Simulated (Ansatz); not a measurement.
# SiH2 (triplet): wB97M-V, HSE06 over a scan of the distance Si1–H2, cc-pVDZ

Aim: run SiH2 (triplet) with these functionals over a scan of the distance Si1–H2, and hold them against the top wave-function level at the same points.

Program: Ansatz 0.2.0, Gaussian basis. Level of theory: cc-pVDZ, all electrons in the functionals. These are calculated values, not measurements.

The runs, in order: wB97M-V, HSE06, at 1.188 Å; 1.365 Å; 1.486 Å; 1.605 Å; 1.817 Å; 2.069 Å; 2.436 Å; 2.798 Å; 3.321 Å; 3.933 Å; 5.068 Å.

17 further runs of the same task are left out: 14 that didn't finish, 3 set aside as unsound or not needed.

## 1. The system

The geometry derives from a PBE0/def2-TZVP stationary point (not a proven minimum). One bond is set to the value named and the two fragments are kept rigid.

3 atoms, charge 0, spin multiplicity 3.

Atoms are counted from 1 here; the program's logs count them from 0.

Bond lengths: Si1–H2 1.486 Å, Si1–H3 1.486 Å. Angles: H2–Si1–H3 118.7°.

Coordinates:

```
Si    0.0000   -0.0507    0.0000
H     0.0000    0.7069   -1.2784
H     0.0000    0.7069    1.2784
```

No dispersion term is added; wB97M-V holds VV10 nonlocal correlation. HSE06 is the plane-wave form.

The geometry shown and the zero of energy belong to the point 1.486 Å. The yardstick, FCI, and other wave-function levels (R restricted, U unrestricted, valence and pair active spaces) come from earlier runs.

## 2. wB97M-V, 1.188 Å

Input file in.yaml:

```yaml
crystal:
  periodic: [false, false, false]
  atoms:
    - {symbol: Si, position_ang: [0.000000, -0.045652, -0.008585]}
    - {symbol: H, position_ang: [0.000000, 0.560052, -1.030577]}
    - {symbol: H, position_ang: [0.000000, 0.712000, 1.269789]}
basis:
  gaussian: {orbitals: cc-pVDZ}
magnetization: {spin_polarized: true, initial_magnetization: 2}
hamiltonian: {xc: {name: wB97M-V}}
output: {orbitals: {seedname: orbitals}}
```

On the command line:

```sh
ansatz run in.yaml --threads 1 --pin off --events-out ev --progress --plain --max-ram 2393MiB
```

The runs that follow: wB97M-V, 1.365 Å; wB97M-V, 1.486 Å; wB97M-V, 1.605 Å; wB97M-V, 1.817 Å; wB97M-V, 2.069 Å; wB97M-V, 2.436 Å; wB97M-V, 2.798 Å; wB97M-V, 3.321 Å; wB97M-V, 3.933 Å; wB97M-V, 5.068 Å; HSE06, 1.188 Å; HSE06, 1.365 Å; HSE06, 1.486 Å; HSE06, 1.605 Å; HSE06, 1.817 Å; HSE06, 2.069 Å; HSE06, 2.436 Å; HSE06, 2.798 Å; HSE06, 3.321 Å; HSE06, 3.933 Å; HSE06, 5.068 Å.

Before running them: what should the planned runs give, taken together? Wanted: span of the FCI curve; largest miss, wB97M-V; largest miss, HSE06.

The runs gave:

| quantity | value |
| --- | --- |
| span of the FCI curve | 56.0 kcal/mol |
| largest miss, wB97M-V | +1.0 kcal/mol (2.436 Å) |
| largest miss, HSE06 | +4.4 kcal/mol (5.068 Å) |

What this shows: Of the functionals, wB97M-V keep the smallest largest miss at the points compared (at most 1.0 kcal/mol) and HSE06 strays most (4.4 kcal/mol, at 5.068 Å). Functionals and the yardstick converge differently with the basis, so part of each miss in cc-pVDZ is the basis.
